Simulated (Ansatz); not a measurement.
# What each rung costs, and what it gives

The pair of SiH4 (SMILES [SiH4], atoms 1–5) and SiH3F (SMILES [SiH3]F, atoms 6–10), both closed shells, in one local arrangement (a lower one may exist), relaxed at PBE0-D4/def2-TZVP:

```json
{"atom": "Si1", "x (Å)": "0.0283", "y (Å)": "0.0162", "z (Å)": "-2.0212"}
{"atom": "H2", "x (Å)": "1.4577", "y (Å)": "0.2106", "z (Å)": "-1.6753"}
{"atom": "H3", "x (Å)": "-0.6773", "y (Å)": "1.3202", "z (Å)": "-2.0397"}
{"atom": "H4", "x (Å)": "-0.6060", "y (Å)": "-0.8819", "z (Å)": "-1.0210"}
{"atom": "H5", "x (Å)": "-0.0715", "y (Å)": "-0.6206", "z (Å)": "-3.3601"}
{"atom": "Si6", "x (Å)": "-0.0329", "y (Å)": "-0.0428", "z (Å)": "2.0494"}
{"atom": "F7", "x (Å)": "0.1920", "y (Å)": "1.1751", "z (Å)": "1.0321"}
{"atom": "H8", "x (Å)": "0.2435", "y (Å)": "0.4513", "z (Å)": "3.4187"}
{"atom": "H9", "x (Å)": "0.9038", "y (Å)": "-1.1314", "z (Å)": "1.6869"}
{"atom": "H10", "x (Å)": "-1.4377", "y (Å)": "-0.4967", "z (Å)": "1.9301"}
```

Interaction energies are counterpoise-corrected; the time is that of the whole pair.

Computed with Ansatz 0.2.0 (basis: as named in each row); correlated methods freeze the cores. B3LYP uses VWN-RPA correlation. Extrapolation: Hartree–Fock as exp(−7.88 √X), correlation as X^−2.97.

Times are rough, for one single point on 4 threads of a shared host (Arm Neoverse V2).

The estimate by CCSD(T) at an estimated basis limit (MP2 extrapolated from triple and quadruple zeta, plus CCSD(T) − MP2 in triple zeta) is -5.7 kJ/mol.

| method | basis | time (s) | interaction energy (kJ/mol) | method less estimate |
| --- | --- | --- | --- | --- |
| HF | STO-3G | under 1 | 3.0 | 8.7 |
| PBE-D4 | STO-3G | under 1 | -3.0 | 2.7 |
| SPW92 | def2-SVP | under 1 | -9.0 | -3.3 |
| B3LYP-D4 | 6-31G | under 1 | -6.3 | -0.6 |
| PBE-D4 | def2-SVP | under 1 | -6.7 | -0.9 |
| PBE0-D4 | def2-SVP | under 1 | -6.4 | -0.7 |
| CCSD(T) | def2-SVP | under 1 | -1.2 | 4.5 |
| PBE-D4 | def2-TZVPPD | 1 | -6.8 | -1.1 |
| revPBE-D4 | def2-TZVPPD | 1 | -5.9 | -0.2 |
| BLYP-D4 | def2-TZVPPD | 2 | -5.9 | -0.2 |
| PBE0-D4 | def2-TZVPPD | 2 | -6.5 | -0.8 |
| HSE06-D4 | def2-TZVPPD | 2 | -6.4 | -0.7 |
| B3LYP-D4 | def2-TZVPPD | 2 | -6.6 | -0.9 |
| wB97M-V | def2-SVP | 2 | -5.6 | 0.1 |
| r2SCAN-D4 | def2-TZVPPD | 3 | -6.2 | -0.5 |
| B2PLYP | def2-TZVPPD | 3 | -1.3 | 4.4 |
| wB97X-V | def2-TZVPPD | 5 | -6.2 | -0.5 |
| B97M-V | def2-TZVPPD | 6 | -6.1 | -0.4 |
| wB97M-V | def2-TZVPPD | 6 | -6.2 | -0.5 |
| MP2 | def2-QZVPPD | 10 | -4.9 | 0.8 |
| CCSD(T) | def2-TZVPPD | 54 | -4.8 | 0.9 |

No T1 diagnostic of these runs exceeds 0.012.
